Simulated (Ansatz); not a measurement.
# B₂NH₅ (SMILES BNB): single points off equilibrium

The atoms stand at a structure displaced at random from a GFN2-xTB minimum. How far do the functionals agree with CCSD(T) there?

Computed with Ansatz 0.2.0, Gaussian basis. Level: single points in def2-TZVPP.

Correlated methods freeze the cores.

**1. Starting geometry**

SMILES `BNB`, 8 atoms, charge 0, spin multiplicity 1.

Atoms are counted from 1 here; the program's logs count them from 0.

Bond lengths: B1–N2 1.413 Å, B1–H4 1.065 Å, B1–H5 1.276 Å, N2–B3 1.436 Å, N2–H6 0.959 Å, B3–H7 1.170 Å, B3–H8 1.210 Å. Angles: N2–B1–H4 126.0°, N2–B1–H5 113.5°, H4–B1–H5 120.5°, B1–N2–B3 123.5°, B1–N2–H6 122.6°, B3–N2–H6 113.2°, N2–B3–H7 119.3°, N2–B3–H8 124.7°, H7–B3–H8 115.7°.

As a file:

```
atom     x (Å)     y (Å)     z (Å)
  B1  -0.87750   0.62990  -0.66760
  N2   0.21480   0.40480   0.19970
  B3   0.68820  -0.90340   0.55420
  H4  -1.50500  -0.11870  -1.09120
  H5  -1.05910   1.86120  -0.94860
  H6   0.79760   1.10820   0.49040
  H7   1.62230  -1.00570   1.25100
  H8   0.13130  -1.93910   0.26760
```

**2. CCSD(T)/def2-TZVPP**

run/in.yaml reads:

```yaml
crystal:
  periodic: [false, false, false]
  atoms:
    - {symbol: B, position_ang: [-0.877500, 0.629900, -0.667600]}
    - {symbol: N, position_ang: [0.214800, 0.404800, 0.199700]}
    - {symbol: B, position_ang: [0.688200, -0.903400, 0.554200]}
    - {symbol: H, position_ang: [-1.505000, -0.118700, -1.091200]}
    - {symbol: H, position_ang: [-1.059100, 1.861200, -0.948600]}
    - {symbol: H, position_ang: [0.797600, 1.108200, 0.490400]}
    - {symbol: H, position_ang: [1.622300, -1.005700, 1.251000]}
    - {symbol: H, position_ang: [0.131300, -1.939100, 0.267600]}
basis:
  gaussian: {orbitals: def2-TZVPP}
correlation: {method: ccsd_t}
output: {forces: true}
```

The command line of these runs was not kept.

**3. PBE0-D4/def2-TZVPP**

run/in.yaml: that of step 2 with these lines changed.

```diff
@@ -13,3 +13,3 @@
   gaussian: {orbitals: def2-TZVPP}
-correlation: {method: ccsd_t}
-output: {forces: true}
+hamiltonian: {xc: pbe0, dispersion: d4}
+output: {forces: true, orbitals: {seedname: orbitals}}
```

**4. wB97M-V/def2-TZVPP**

run/in.yaml: that of step 3 with these lines changed.

```diff
@@ -13,3 +13,3 @@
   gaussian: {orbitals: def2-TZVPP}
-hamiltonian: {xc: pbe0, dispersion: d4}
-output: {forces: true, orbitals: {seedname: orbitals}}
+hamiltonian: {xc: {name: wB97M-V}}
+output: {forces: true}
```

**5. r2SCAN-D4/def2-TZVPP**

run/in.yaml: that of step 4 with these lines changed.

```diff
@@ -13,3 +13,3 @@
   gaussian: {orbitals: def2-TZVPP}
-hamiltonian: {xc: {name: wB97M-V}}
+hamiltonian: {xc: r2scan, dispersion: d4}
 output: {forces: true}
```

**6. PBE-D4/def2-TZVPP**

run/in.yaml: that of step 5 with these lines changed.

```diff
@@ -13,3 +13,3 @@
   gaussian: {orbitals: def2-TZVPP}
-hamiltonian: {xc: r2scan, dispersion: d4}
+hamiltonian: {xc: pbe, dispersion: d4}
 output: {forces: true}
```

**7. BHLYP-D4/def2-TZVPP**

run/in.yaml: that of step 6 with these lines changed.

```diff
@@ -13,3 +13,3 @@
   gaussian: {orbitals: def2-TZVPP}
-hamiltonian: {xc: pbe, dispersion: d4}
+hamiltonian: {xc: {name: BHLYP}, dispersion: d4}
 output: {forces: true}
```

**8. wB97X-V/def2-TZVPP**

run/in.yaml: that of step 7 with these lines changed.

```diff
@@ -13,3 +13,3 @@
   gaussian: {orbitals: def2-TZVPP}
-hamiltonian: {xc: {name: BHLYP}, dispersion: d4}
+hamiltonian: {xc: {name: wB97X-V}}
 output: {forces: true}
```

(Steps that only read results are left out.)

Before running it: what results should come out? Wanted: energy less free atoms, CCSD(T)/def2-TZVPP; RMS force component; RMS force error; HOMO and LUMO, PBE0-D4; T1 diagnostic.

The runs gave:

| quantity | value |
| --- | --- |
| energy less free atoms, CCSD(T)/def2-TZVPP | -28.899 eV |
| RMS force component | 1.771 to 1.825 eV/Å over the methods |
| RMS force error | PBE0-D4 0.136, wB97M-V 0.086, r2SCAN-D4 0.088, PBE-D4 0.139, BHLYP-D4 0.182, wB97X-V 0.082 eV/Å |
| HOMO and LUMO, PBE0-D4 | -8.91 and -1.36 eV |
| T1 diagnostic | 0.011 |

What this shows: Against CCSD(T) the functionals' energies less atoms differ by -1.205 to -0.625 eV, PBE-D4 by -1.205 eV. CCSD(T) in triple zeta still lacks some correlation energy of the bonds, so part of these gaps is its own basis error and they don't rank the functionals. The forces of wB97X-V come nearest to CCSD(T), those of BHLYP-D4 are farthest. Frozen-core CCSD(T) forces in triple zeta carry basis errors of their own, and this is one geometry, so small gaps rank nothing.
